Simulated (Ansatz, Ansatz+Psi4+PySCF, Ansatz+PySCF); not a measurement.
```yaml
atoms:
  - { symbol: N, position_ang: [0.0000, 0.0000, -0.5844] }
  - { symbol: O, position_ang: [0.0000, 0.0000, 0.5083] }
```

Basis set: cc-pVTZ (spherical functions). Left uncorrelated: 2 orbitals. Correlation on ROHF uses semicanonical orbitals with singles. Charge 0, multiplicity 2.

Computed with Ansatz (development build ahead of 0.2.0); each method stands on the lowest determinant of its kind that the runs found.

The atomization energy at this shape (free ground-state atoms in the same class of orbitals less the molecule, no zero-point energy) of doublet NO:

| method | atomization energy |
| --- | --- |
| ROHF-CCSD(T) | 5.98 eV |
| ROHF-MP2 | 6.49 eV |
| UHF-MP2 | 6.39 eV |

Question: What does UHF-CCSD give?

Answer: 5.66 eV. Caution: the shape is not the minimum.
